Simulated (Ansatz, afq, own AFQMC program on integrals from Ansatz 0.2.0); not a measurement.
**Where AFQMC and coupled cluster stand for CH₂B, quartet**

```tsv
atom	x (Å)	y (Å)	z (Å)
B	0.0000	0.0000	0.8265
C	0.0000	0.0000	-0.5553
H	0.0000	-0.9252	-1.1237
H	0.0000	0.9252	-1.1237
```

Connectivity, by distances: B–CH2.

Basis cc-pVDZ. Noble-gas cores (and the filled d shells of Ga–Kr and In–Xe) are frozen. AFQMC by an in-house program on the Cholesky factors that Ansatz 0.2.0 writes for its CCSD(T) run. The CISD trial takes its coefficients from CCSD amplitudes. Released means that phaseless walkers are propagated on without the constraint, phases kept. Free projection: walkers drawn from exp(T), propagated without any constraint. Its projection time is finite, and what remains of the start isn't in its error. Uncertainties: one standard error, sampling alone.

Determinant: UHF, the one that the program's search chose, which needn't be the lowest solution. The geometry is a PBE0/def2-TZVP stationary point of this or a neighbouring charge and spin state.

No full CI on the walks' own integrals is used here; CCSDT(Q) serves as the reference and is uncertain by about the last step of the cluster series.

Cautions: another spin lies lower.

```
T1 diagnostic                               : 0.0140
weight of the determinant in the CISD state : 0.923
⟨S²⟩ of the determinant                     : 3.754
size of the correlated space                : 9 electrons in 36 orbitals
```

```csv
level,correlation energy (eV)
MP2,-4.0396
CCSD,-4.7490
CCSD(T),-4.8642
```

Problem. Estimate where phaseless AFQMC with the Hartree–Fock trial lies against CCSD(T) on the same integrals.

Solution. 4.3 ± 3.2 kJ/mol below CCSD(T). The gap is under twice the noise, so this walk alone can't tell the two apart.

Reference: CCSDT(Q), correlation energy -4.889 eV. The released energy is read at 2.40 1/Eh (meV from the phaseless value at times in 1/Eh: 3 ± 7 at 0.24, 4 ± 7 at 0.51, 2 ± 6 at 0.99, 4 ± 8 at 1.62, -5 ± 9 at 2.40).

```csv
level,E − E(reference) (kJ/mol),share of correlation (%)
CCSD(T),2.4,99.50
CCSDT,0.5,99.89
ph-AFQMC/HF,-1.9 ± 3.2,100.41
ph-AFQMC/CISD,-0.2 ± 0.5,100.05
released AFQMC,-0.7 ± 0.8,100.15
free AFQMC,-1.3 ± 1.1,100.27
```

Free projections are given only where their last times agree within the noise and don't stop above the reference; a slow remainder of the start can still hide under it. A walk keeps the symmetry of its determinant, which the program's search chose and which needn't be the lowest solution, so a lower state of the same spin and another symmetry isn't excluded. Released energies are given only where the last usable release times agree within the noise; a slower fall can still hide under it.
